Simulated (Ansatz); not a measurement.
System: C2F3N (charge 0, singlet). 
Coordinates optimised at B3LYP-D3(BJ)/def2-TZVP (Ansatz, a quantum-chemistry and plane-wave program):
SMILES: C(C(F)(F)F)#N
```xyz
6

C      0.0001    -0.0015    -0.3215
C     -0.0004     0.0053     1.1599
F     -0.0086     1.2491    -0.7901
F      1.0896    -0.6222    -0.7811
F     -1.0802    -0.6377    -0.7817
N     -0.0008     0.0106     2.3065
```
Charge 0, spin multiplicity 1.

Basis-set convergence of Hartree-Fock and MP2 correlation energies (hartree) with Ansatz. Correlated levels leave the core frozen unless marked. No spin-orbit coupling. Non-relativistic.

| basis | functions | E(HF) | E(corr, MP2) |
|---|---|---|---|
| cc-pVDZ | - | -428.50163 | -0.96061 |
| cc-pVTZ | 180 | … | … |

**Question.** Complete the blanks.

**Answer.** 
- cc-pVTZ, E(HF): -428.63899
- cc-pVTZ, E(corr, MP2): -1.23652
